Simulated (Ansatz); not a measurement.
This geometry of AlBH4S (7 atoms, charge 0, multiplicity 1) is a first-order saddle point.

These are results of RKS B3LYP/cc-pVDZ (Ansatz 0.2.0), not measurements.

```xyz
7
Properties=species:S:1:pos:R:3
B -1.391 0.473 -0.819
Al 0.222 0.065 0.543
S 1.927 -1.122 -0.249
H -2.365 1.109 -0.490
H -1.375 0.079 -1.960
H 0.344 0.514 2.066
H 2.639 -1.118 0.909
```

(1) Which two structures does it join? (They come from a converged band through this point; their orientation in space is the band's.)

(2) How far does it lie above each of them?

## Answers

(1) No bond is made or broken. The dihedral H5–B1–Al2–S3 goes from -90 to 90°. The two ends are copies of one structure, up to a mirror image or an exchange of like atoms.

Image 0:

```xyz
7
Properties=species:S:1:pos:R:3
B -1.382 0.457 -0.810
Al 0.303 0.168 0.453
S 1.679 -1.521 -0.008
H -2.452 -0.063 -0.593
H -1.344 1.167 -1.789
H 0.676 1.062 1.718
H 2.520 -1.270 1.030
```

Image 8:

```xyz
7
Properties=species:S:1:pos:R:3
B -1.382 0.457 -0.810
Al 0.301 0.166 0.454
S 1.681 -1.519 -0.010
H -1.344 1.174 -1.783
H -2.451 -0.068 -0.600
H 0.673 1.058 1.721
H 2.521 -1.268 1.029
```

(2) 1.8 kcal/mol above the first and 1.8 kcal/mol above the second. This is the barrier of this one path; another mechanism may lie lower.

Run time: 80 s on 1 thread of Intel(R) Xeon(R) 6975P-C (Granite Rapids), with other jobs on the host, peak memory 0.14 GiB.
